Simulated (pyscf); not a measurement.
`[CH2][NH2]` [doublet] → `[CH3][NH]` [doublet] (hydrogen shift; doublet surface; H–N broken, C–H formed). Structures and frequencies: ωB97X-D3(BJ)/def2-SVP in PySCF. Correlated levels are frozen-core, on RHF or UHF. ΔMP2 is the change of the MP2 total energy from the triple- to the quadruple-zeta basis. Energies in kcal/mol from the reactant's lowest minimum found.

```json
[
 {"level": "M06-2X/def2-TZVP", "barrier": "46.2", "reaction energy": "+7.5"},
 {"level": "ωB97M-D3(BJ)/def2-TZVP", "barrier": "46.0", "reaction energy": "+7.3"},
 {"level": "HF/def2-TZVP", "barrier": "53.9", "reaction energy": "-0.2"},
 {"level": "MP2/def2-QZVPP", "barrier": "47.9", "reaction energy": "+10.3"},
 {"level": "CCSD/def2-TZVPP", "barrier": "47.3", "reaction energy": "+5.9"},
 {"level": "CCSD(T)/def2-TZVPP", "barrier": "45.9", "reaction energy": "+6.5"},
 {"level": "CCSD(T)/def2-TZVPP + ΔMP2(QZVPP)", "barrier": "46.2", "reaction energy": "+7.2"}
]
```

This is the saddle that the search found; another between the same sides may lie lower. The CCSD(T) − MP2 part came from Ansatz, without density fitting, on the same reference.
